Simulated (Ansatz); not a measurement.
# Isomers

Structures of C2H4N, doublet, relaxed at PBE0-D4/def2-TZVP (vibrations not checked; lower isomers may exist, and structures with a doubtful reference or unclear bonds are left out). Computed with Ansatz 0.2.0 (basis: def2-TZVPP); correlated methods freeze the cores; orbitals are unrestricted. B3LYP uses VWN-RPA correlation.

Problem. Rank them by CCSD(T) energy, lowest first, and give each one's height above the lowest. Links in brackets join atoms within 1.22 times the sum of their covalent radii (1.1 for two metals). (Judge from chemistry; the value comes from the calculation.)
A.
C₂H₄N ([CH2][N][CH2])
```
7
angstrom
C -0.9883 0.1562 -0.5178
C 0.9964 -0.2705 0.4877
N -0.0407 -0.6939 -0.1969
H -1.8425 -0.1993 -1.0830
H -0.9464 1.2129 -0.2344
H 1.1021 0.7724 0.8037
H 1.7757 -0.9770 0.7499
```
B.
C₂H₄N ([CH3][CH][N])
```
7
angstrom
C -0.9262 0.2894 -0.2790
C 0.4745 0.0522 0.2067
N 1.1562 -0.9501 -0.0603
H -1.2645 -0.5385 -0.9000
H -0.9650 1.2164 -0.8564
H 0.9217 0.8303 0.8460
H -1.5990 0.4021 0.5746
```
C.
C₂H₄N ([CH2][CH][NH])
```
7
angstrom
C -0.8381 0.3441 -0.5453
C 0.2927 0.0906 0.2287
N 0.7607 -1.1235 0.3478
H -1.3309 -0.4770 -1.0515
H -1.2349 1.3453 -0.6513
H 0.7642 0.9453 0.7256
H 1.5862 -1.1247 0.9461
```

Solution. By the calculation: B (0.000 eV), C (0.126 eV), A (0.410 eV). Heights count from the lowest.

Problem. Do PBE-D4, r2SCAN-D4, PBE0-D4, B3LYP-D4, wB97M-V, HF, MP2 give the same order? (Judge from chemistry; the calculation decides.)

Solution. Computed: All do.

The T1 diagnostic stays at or below 0.033. ⟨S²⟩ of the unrestricted Hartree–Fock references: 0.90 to 0.96 (a pure state has 0.75). The unrestricted reference is spin-contaminated, which hurts MP2 most.

For scale, one of the runs: CCSD(T)/def2-TZVPP, 149 basis functions, launched by `ansatz run in.yaml --threads 2 --pin off --events-out ev --progress --plain --max-ram 4352MiB`. Hardware: 2 CPU threads of an Arm Neoverse V2, shared host. Wall time 53 s; peak host memory 2.3 GiB.
